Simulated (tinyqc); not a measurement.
Inside a calculation. Method: UHF in the sto-3g basis, for BH, spin multiplicity 1. Computed by tinyqc, a small Python program that keeps every step (integrals from PySCF). Settings: charge = 0, multiplicity = 1, basis = sto-3g, energy threshold = 1e-10, iteration cap = 60, orthogonalisation = symmetric, start = core, DIIS depth = 0, method = UHF, break = 0.2. Command: `OMP_NUM_THREADS=1 python tinyqc.py 30919 30920 out.jsonl` (the two numbers bound the seeds that draw the settings). One thread of a shared host (Intel(R) Xeon(R) Processor @ 2.60GHz), about 0.1 s of CPU time with the checks.

Geometry (angstrom):
```
atom         x         y         z
B     0.000000  0.000000  0.000000
H     0.000000  0.000000  1.527000
```

Stop when the energy changes by less than 1e-10 hartree and every element of the error matrix X^T (F D S - S D F) X (for each spin) is below 3e-06.

Course of the cycle:
```
iteration   E (hartree)     change  largest element of the error matrix
1          -24.07435952          -                             2.57e-01
2          -24.70961369  -6.35e-01                             3.95e-02
3          -24.71892810  -9.31e-03                             1.08e-02
4          -24.72008703  -1.16e-03                             7.20e-03
5          -24.72054048  -4.53e-04                             6.65e-03
6          -24.72090397  -3.63e-04                             6.25e-03
7          -24.72123968  -3.36e-04                             5.91e-03
8          -24.72154966  -3.10e-04                             5.58e-03
9          -24.72183004  -2.80e-04                             5.22e-03
10         -24.72207775  -2.48e-04                             4.84e-03
11         -24.72229155  -2.14e-04                             4.45e-03
12         -24.72247198  -1.80e-04                             4.05e-03
13         -24.72262106  -1.49e-04                             3.65e-03
14         -24.72274185  -1.21e-04                             3.26e-03
...                 ...        ...                                  ...
44         -24.72314104  -7.54e-09                             2.44e-05
45         -24.72314104  -5.31e-09                             2.05e-05
46         -24.72314104  -3.74e-09                             1.72e-05
47         -24.72314105  -2.64e-09                             1.45e-05
48         -24.72314105  -1.86e-09                             1.21e-05
49         -24.72314105  -1.31e-09                             1.02e-05
50         -24.72314105  -9.23e-10                             8.55e-06
51         -24.72314105  -6.50e-10                             7.17e-06
52         -24.72314105  -4.58e-10                             6.02e-06
53         -24.72314105  -3.23e-10                             5.05e-06
54         -24.72314105  -2.27e-10                             4.24e-06
55         -24.72314105  -1.60e-10                             3.56e-06
56         -24.72314105  -1.13e-10                             2.99e-06
57         -24.72314105  -7.94e-11                             2.51e-06
```

Can the last value be used, and what does the course show?

Yes. Converged in 57 iterations. PySCF UHF in the same basis, after a stability check = -24.72314105 hartree.
